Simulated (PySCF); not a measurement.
Structure with atom numbers: `[CH3:1][CH2:2][F:3]`; H(Xn) means a hydrogen on atom n.

GIAO shifts from PySCF 2.14 on PBE0-D3(BJ)/def2-SVP geometries (one conformer, non-relativistic, equivalent nuclei averaged), against TMS at the same level and in the same medium; PCM means IEF-PCM chloroform.

Measured (solution, not stated per compound (mostly CDCl3 or CCl4); Pretsch, Buehlmann, Badertscher, Structure Determination of Organic Compounds, 4th ed. (2009)): C2 80.1, C1 15.8, H(C2) 4.55, H(C1) 1.35 ppm.

Which unscaled values do KT3/pcSseg-2, gas; PBE0/pcSseg-1, PCM; WP04/pcSseg-1, PCM; wB97X-D/pcSseg-1, PCM give, and how close are they?

Results:


```
atoms  measured  KT3/pcSseg-2, gas  PBE0/pcSseg-1, PCM  WP04/pcSseg-1, PCM  wB97X-D/pcSseg-1, PCM
   C2      80.1               83.3                81.6                84.5                   81.6
   C1      15.8               19.1                18.5                19.6                   18.7
H(C2)      4.55               4.50                4.57                4.44                   4.53
H(C1)      1.35               1.25                1.34                1.35                   1.34
```

Mean absolute error for ¹³C: KT3/pcSseg-2, gas 3.3, PBE0/pcSseg-1, PCM 2.1, WP04/pcSseg-1, PCM 4.1, wB97X-D/pcSseg-1, PCM 2.2 ppm.

Mean absolute error for ¹H: KT3/pcSseg-2, gas 0.07, PBE0/pcSseg-1, PCM 0.02, WP04/pcSseg-1, PCM 0.05, wB97X-D/pcSseg-1, PCM 0.01 ppm.
